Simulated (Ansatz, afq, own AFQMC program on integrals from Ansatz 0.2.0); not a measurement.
Atomization energy of AlNH$_{2}$, singlet

```json
{"atom": "Al", "x (Å)": "0.0000", "y (Å)": "-0.0211", "z (Å)": "0.6643"}
{"atom": "N", "x (Å)": "0.0000", "y (Å)": "0.0382", "z (Å)": "-0.9486"}
{"atom": "H", "x (Å)": "0.0000", "y (Å)": "0.0963", "z (Å)": "2.2187"}
{"atom": "H", "x (Å)": "0.0000", "y (Å)": "-0.1134", "z (Å)": "-1.9344"}
```

Connectivity, by distances: AlH–NH.

Atoms in their ground-state spins without spin–orbit coupling (mostly on UHF) minus the molecule (RHF), without zero-point energy. The geometry is a stationary point, not shown to be a minimum.

Basis cc-pVTZ. Noble-gas cores (and the filled d shells of Ga–Kr and In–Xe) are frozen. Ansatz 0.2.0 and our own AFQMC program on the same integrals; the CISD trial comes from CCSD amplitudes, and released means the phaseless constraint is let go. ± is one standard error of the sampling. The errors of all members are added in quadrature.

No full CI on the walks' own integrals is used here. The released AFQMC energy serves as the reference, which it does only where one determinant dominates, the energy is flat over the last release times and near the phaseless one (40 meV or 2 meV an electron, half that with transition metals). On small molecules, where full CI could be run and the noise was under 10 meV, such values lay within 10 meV of it in 19 cases of 20, a flattering rate, since the rule was set on those same cases; what remains of the bias isn't in the error bar. Each member takes its own surest rung, up to full CI.

The best estimate is CCSD(T) at the basis-set limit (CBS: def2-TZVPP and def2-QZVPP, with their diffuse functions for anions and beside diffuse sets, CCSD(T) itself extrapolated) plus the step from CCSD(T) to AFQMC with the constraint released in cc-pVTZ. Rows without CBS are in cc-pVTZ; B2PLYP and the wave-function rows carry a basis error of their own. Core correlation and relativity beyond core potentials are missing, and ± holds the sampling alone.

Cautions: AlNH₂ (singlet): higher spins were not checked, raised T1 diagnostic (T1 0.024, weight of the determinant 0.87, largest double 0.05), the released value is read at 2.40 1/Eh (meV from the phaseless value at times in 1/Eh: -13 ± 7 at 0.24, -16 ± 5 at 0.51, -27 ± 6 at 0.99, -28 ± 6 at 1.62, -28 ± 7 at 2.40).

```tsv
level	atomization energy (kJ/mol)
B3LYP	1012.4
B2PLYP	1009.4
MP2	997.8
```

**Question.** From these cheaper values, estimate the atomization energy at the level of the best estimate.

**Answer.** 1030.9 ± 0.7 kJ/mol (best estimate, highest rung released AFQMC).

| level | atomization energy (kJ/mol) | error against the best estimate (kJ/mol) |
| --- | --- | --- |
| HF | 566.7 | -464.2 ± 0.7 |
| CCSD | 939.4 | -91.5 ± 0.7 |
| CCSD(T) | 970.0 | -60.9 ± 0.7 |
| ph-AFQMC/CISD | 970.5 ± 0.8 | -60.4 ± 1.1 |
| released AFQMC | 972.6 ± 0.7 | -58.3 |
| HF/CBS | 584.9 | -446.0 ± 0.7 |
| MP2/CBS | 1058.9 | 28.0 ± 0.7 |
| CCSD(T)/CBS | 1028.5 | -2.4 ± 0.7 |
| PBE | 1034.4 | 3.5 ± 0.7 |
| r2SCAN | 1007.7 | -23.2 ± 0.7 |
| PBE0 | 985.7 | -45.2 ± 0.7 |
| wB97M-V | 1016.0 | -14.9 ± 0.7 |

Correlation beyond CCSD(T) adds 2.4 ± 0.7 kJ/mol. Going to the basis-set limit adds 58.5 kJ/mol at CCSD(T). The perturbative (T) step is worth +30.6 kJ/mol. The functionals spread over 48.7 kJ/mol; PBE comes nearest and PBE0 is 45.2 kJ/mol too low.

Best estimates are given only where the step beyond CCSD(T) is under 0.3 eV and no member's determinant is very poor (T1 over 0.05, or 0.07 for open shells, ⟨S²⟩ too high by 0.3, two states mixed), so the hardest cases are missing from such tables.

The functionals ran in a triple-zeta set and keep a basis error of their own, a few kJ/mol for each bond in atomization energies and more for double hybrids, so close places among them and the extrapolated levels can swap.

Each member of a difference takes its own highest rung, so a best estimate needn't equal the limit plus the step of one row. A walk keeps the symmetry of its determinant, which the program's search chose and which needn't be the lowest solution, so a lower state of the same spin and another symmetry isn't excluded. Released energies are given only where the last usable release times agree within the noise; a slower fall can still hide under it.
